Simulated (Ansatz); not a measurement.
**Molecular dynamics of H3NSi2**

input.yaml

```yaml
crystal:
  periodic: [false, false, false]
  atoms:
    - { symbol: "N", position_ang: [-1.336817, -0.309466, -0.581383] }
    - { symbol: Si, position_ang: [0.159601, 0.291168, 0.003402] }
    - { symbol: Si, position_ang: [2.218238, -0.538667, 0.522335] }
    - { symbol: H, position_ang: [-2.131924, 0.340228, -0.585187] }
    - { symbol: H, position_ang: [-0.570265, 0.814031, -1.314891] }
    - { symbol: H, position_ang: [1.661168, -0.597293, 1.955724] }
magnetization:
  spin_polarized: true
basis:
  gaussian: { orbitals: def2-SVP }
hamiltonian:
  xc: b3lyp
  dispersion: d4
md:
  timestep: 0.5
  n_steps: 200
  ensemble: nve
  temperature: 100.0
  initial_velocities: maxwell_boltzmann
  seed: 8417
```

Run as:

```bash
$ ansatz run input.yaml --threads 2 --pin off --max-ram 3072MiB --backend cpu --events-out ev --progress --plain --runs-dir out
```

It starts at the highest image of a converged band. Of that band: The profile has 2 maxima (images 2, 4) with wells between them (image 3): this band takes more than one step, which may be the mechanism or a detour left from its start path. Neighbouring images differ by up to 2.2 eV, so the band resolves the path poorly. A vibrational analysis at the climbing image gives one clearly imaginary mode, 1608i cm⁻¹: a first-order saddle point.

Output, in part (step lines, the closing report, with atoms numbered from 0):

```
md step     0: t =     0.00 fs  T =   100.0 K  F+E_penalty+E_count = -17284.19452820 eV  E_kin = 0.051704 eV  conserved = -17284.14282420 eV  (122 SCF iters)
md step     1: t =     0.50 fs  T =    99.9 K  F+E_penalty+E_count = -17284.19446278 eV  E_kin = 0.051644 eV  conserved = -17284.14281836 eV  (34 SCF iters)
md step     2: t =     1.00 fs  T =    99.8 K  F+E_penalty+E_count = -17284.19441743 eV  E_kin = 0.051616 eV  conserved = -17284.14280188 eV  (34 SCF iters)
md step     3: t =     1.50 fs  T =   100.3 K  F+E_penalty+E_count = -17284.19464883 eV  E_kin = 0.051868 eV  conserved = -17284.14278066 eV  (33 SCF iters)
md step     4: t =     2.00 fs  T =   102.0 K  F+E_penalty+E_count = -17284.19549300 eV  E_kin = 0.052732 eV  conserved = -17284.14276101 eV  (32 SCF iters)
md step     5: t =     2.50 fs  T =   105.4 K  F+E_penalty+E_count = -17284.19726642 eV  E_kin = 0.054519 eV  conserved = -17284.14274743 eV  (33 SCF iters)
md step     6: t =     3.00 fs  T =   111.1 K  F+E_penalty+E_count = -17284.20019745 eV  E_kin = 0.057457 eV  conserved = -17284.14274023 eV  (34 SCF iters)
md step     7: t =     3.50 fs  T =   119.3 K  F+E_penalty+E_count = -17284.20442247 eV  E_kin = 0.061687 eV  conserved = -17284.14273553 eV  (34 SCF iters)
[... lines left out ...]
Total energy: -17284.81243145 eV, -635.2051407891 hartree
Atom 0 at    -1.374694    -0.124257    -0.615065 Å, force     0.640131    -0.392393     1.001606 eV/Å
Atom 1 at     0.144066     0.144052    -0.016479 Å, force    -3.412826     2.522350    -0.005091 eV/Å
Atom 2 at     2.185451    -0.504810     0.516269 Å, force     1.146976    -1.716967    -0.765834 eV/Å
Atom 3 at    -2.102953    -0.833567    -0.452962 Å, force     0.763013    -0.198947    -0.533302 eV/Å
Atom 4 at    -0.047094     1.715890     0.215885 Å, force     0.952011    -0.955431    -0.333321 eV/Å
Atom 5 at     2.981711     0.256633     1.483694 Å, force    -0.089306     0.741388     0.635941 eV/Å
Dipole moment:     0.238484    -0.203671     0.285781 e Å
```

The steps, from the saved trajectory:

```json
{"time (fs)": "0.0", "T (K)": "100", "potential energy less start (eV)": "0.000", "conserved less start (meV/atom)": "0.00"}
{"time (fs)": "3.0", "T (K)": "111", "potential energy less start (eV)": "-0.006", "conserved less start (meV/atom)": "0.01"}
{"time (fs)": "6.0", "T (K)": "211", "potential energy less start (eV)": "-0.057", "conserved less start (meV/atom)": "0.03"}
{"time (fs)": "9.0", "T (K)": "534", "potential energy less start (eV)": "-0.224", "conserved less start (meV/atom)": "0.02"}
{"time (fs)": "12.0", "T (K)": "1054", "potential energy less start (eV)": "-0.493", "conserved less start (meV/atom)": "-0.01"}
{"time (fs)": "15.0", "T (K)": "1658", "potential energy less start (eV)": "-0.806", "conserved less start (meV/atom)": "0.00"}
{"time (fs)": "18.0", "T (K)": "2393", "potential energy less start (eV)": "-1.186", "conserved less start (meV/atom)": "-0.05"}
{"time (fs)": "21.0", "T (K)": "2951", "potential energy less start (eV)": "-1.475", "conserved less start (meV/atom)": "-0.15"}
{"time (fs)": "24.0", "T (K)": "2819", "potential energy less start (eV)": "-1.406", "conserved less start (meV/atom)": "-0.12"}
{"time (fs)": "27.0", "T (K)": "2220", "potential energy less start (eV)": "-1.096", "conserved less start (meV/atom)": "-0.02"}
{"time (fs)": "30.0", "T (K)": "1651", "potential energy less start (eV)": "-0.802", "conserved less start (meV/atom)": "0.04"}
{"time (fs)": "33.0", "T (K)": "1412", "potential energy less start (eV)": "-0.678", "conserved less start (meV/atom)": "0.03"}
{"time (fs)": "36.0", "T (K)": "1475", "potential energy less start (eV)": "-0.711", "conserved less start (meV/atom)": "0.01"}
{"time (fs)": "39.0", "T (K)": "1690", "potential energy less start (eV)": "-0.822", "conserved less start (meV/atom)": "-0.02"}
{"time (fs)": "42.0", "T (K)": "1846", "potential energy less start (eV)": "-0.903", "conserved less start (meV/atom)": "-0.04"}
{"time (fs)": "45.0", "T (K)": "1856", "potential energy less start (eV)": "-0.908", "conserved less start (meV/atom)": "-0.03"}
{"time (fs)": "48.0", "T (K)": "1831", "potential energy less start (eV)": "-0.895", "conserved less start (meV/atom)": "-0.03"}
{"time (fs)": "51.0", "T (K)": "1762", "potential energy less start (eV)": "-0.860", "conserved less start (meV/atom)": "-0.02"}
{"time (fs)": "54.0", "T (K)": "1690", "potential energy less start (eV)": "-0.822", "conserved less start (meV/atom)": "0.02"}
{"time (fs)": "57.0", "T (K)": "1846", "potential energy less start (eV)": "-0.903", "conserved less start (meV/atom)": "0.01"}
{"time (fs)": "60.0", "T (K)": "2141", "potential energy less start (eV)": "-1.056", "conserved less start (meV/atom)": "-0.09"}
{"time (fs)": "63.0", "T (K)": "2156", "potential energy less start (eV)": "-1.063", "conserved less start (meV/atom)": "-0.08"}
{"time (fs)": "66.0", "T (K)": "1972", "potential energy less start (eV)": "-0.968", "conserved less start (meV/atom)": "-0.06"}
{"time (fs)": "69.0", "T (K)": "1649", "potential energy less start (eV)": "-0.801", "conserved less start (meV/atom)": "-0.04"}
{"time (fs)": "72.0", "T (K)": "1267", "potential energy less start (eV)": "-0.603", "conserved less start (meV/atom)": "0.03"}
{"time (fs)": "75.0", "T (K)": "1208", "potential energy less start (eV)": "-0.573", "conserved less start (meV/atom)": "0.04"}
{"time (fs)": "78.0", "T (K)": "1541", "potential energy less start (eV)": "-0.745", "conserved less start (meV/atom)": "0.00"}
{"time (fs)": "81.0", "T (K)": "2020", "potential energy less start (eV)": "-0.993", "conserved less start (meV/atom)": "-0.05"}
{"time (fs)": "84.0", "T (K)": "2332", "potential energy less start (eV)": "-1.155", "conserved less start (meV/atom)": "-0.07"}
{"time (fs)": "87.0", "T (K)": "2344", "potential energy less start (eV)": "-1.161", "conserved less start (meV/atom)": "-0.05"}
{"time (fs)": "90.0", "T (K)": "2228", "potential energy less start (eV)": "-1.100", "conserved less start (meV/atom)": "0.00"}
{"time (fs)": "93.0", "T (K)": "2317", "potential energy less start (eV)": "-1.147", "conserved less start (meV/atom)": "-0.04"}
{"time (fs)": "96.0", "T (K)": "2310", "potential energy less start (eV)": "-1.144", "conserved less start (meV/atom)": "-0.18"}
{"time (fs)": "99.0", "T (K)": "1590", "potential energy less start (eV)": "-0.771", "conserved less start (meV/atom)": "-0.03"}
```

The run went to its last step. The conserved energy stayed within 0.18 meV per atom of its start (net change 0.031 meV per atom), so the integration is sound. The system heated up, since it started high on the potential surface and ran downhill. A run of 0.1 ps of so small a system gives no equilibrium averages.

The step under study would form Si2–H5 and break N1–H5. These pairs go: Si2–H5 1.59 → 1.60 Å, N1–H5 1.55 → 2.42 Å. In the last frame they stand as after the step (other bonds may differ from the relaxed reactants and products). It ends as one piece, H3NSi2. Pairs count as bonded within 1.25 times the sum of covalent radii (0.12 Å more for H–H).

Last frame:

```xyz
6
Properties=species:S:1:pos:R:3
N -1.375 -0.124 -0.615
Si 0.144 0.144 -0.017
Si 2.186 -0.505 0.516
H -2.103 -0.834 -0.453
H -0.047 1.716 0.216
H 2.982 0.257 1.484
```

The run took 6 min on 2 threads of Arm Neoverse V1, with other jobs on the host, peak memory 0.17 GiB.
